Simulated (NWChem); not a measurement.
Correlation energy of C (+1)

```
C
```
Charge +1, spin multiplicity 2.

Program: NWChem.

Basis set: 6-31G*. Each correlation energy counts from its own Hartree-Fock reference.

The correlated methods keep 1 core orbital frozen. The Pople sets run with spherical d functions. The stability of the SCF solutions was not checked. Open-shell Hartree-Fock references start from PBE0 orbitals. No row is a measurement; the coupled-cluster row has its own basis-set and correlation limits.

Order these methods by the correlation energy they give, lowest first: UMP2, SCS-UMP2, CCSD on ROHF, CCSD on UHF.

CCSD on ROHF (-70.6 mHa), CCSD on UHF (-67.0 mHa), SCS-UMP2 (-49.1 mHa), UMP2 (-42.7 mHa)
